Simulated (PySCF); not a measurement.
## N2H4: 4 charge schemes on one density

Compound: N₂H₄.
Cartesian coordinates in Å at the PBE0-D3(BJ)/def2-TZVP level; atoms count from 1:
```
atom  x, y, z in Å
N1    -0.5565   -0.4293    0.2265
N2     0.6934    0.2281    0.1323
H3    -1.1034    0.0327    0.9398
H4    -1.0793   -0.4018   -0.6423
H5     1.3840   -0.4484   -0.1621
H6     0.6861    0.9884   -0.5388
```

The species is `NN` (N2H4).

Density: PBE0/pcSseg-2 (PySCF); schemes: Mulliken, IAO, Hirshfeld and ESP-fitted. One conformer (not necessarily the lowest) at the PBE0-D3(BJ)/def2-TZVP geometry, without solvent, vibrations or thermal averaging.

Problem. Atoms with like bonding are taken together and averaged. For which atoms does the sign change between the 4 schemes (beyond +0.03 e in one, beyond −0.03 e in another)?

Solution. For none.

Problem. At which atom do the 4 schemes differ most?

Solution. At N1/N2: from -0.669 (ESP-fitted) to -0.211 e (Hirshfeld), 0.458 e apart.

Problem. Give the atomic charges in each scheme.

Solution. In e; atoms taken as equivalent share a row and are averaged (×n: the atom named and its like, n in all):

```tsv
atom	environment	Mulliken	IAO	Hirshfeld	ESP-fitted
N1/N2	hydrazine nitrogen	-0.281	-0.512	-0.211	-0.669
H3/H4/H5/H6	N–H hydrogen	+0.141	+0.256	+0.106	+0.335
```

Mean size of the charges over all atoms: ESP-fitted 0.446 e, IAO 0.342 e, Mulliken 0.188 e, Hirshfeld 0.141 e. Each set sums to the total charge, 0, to within 0.001 e. The Hirshfeld scheme divides the density at each point in proportion to the densities of the neutral, spherically averaged free atoms. The ESP scheme is a least-squares fit of atom-centred charges to the potential on four shells outside the van der Waals surface, with the total charge fixed.

Some averages cover members that differ in this geometry: H3/H4/H5/H6, ESP-fitted +0.315 to +0.354; H3/H4/H5/H6, Mulliken +0.127 to +0.154 e.

Problem. Sum the charges by element.

Solution. 
```tsv
element	atoms	Mulliken	IAO	Hirshfeld	ESP-fitted
N	2	-0.563	-1.025	-0.423	-1.339
H	4	+0.563	+1.025	+0.423	+1.339
```

Problem. How many electrons does the ESP-fitted scheme count on N1?

Solution. Its own charge is -0.670 e, so Z − q = 7.670.
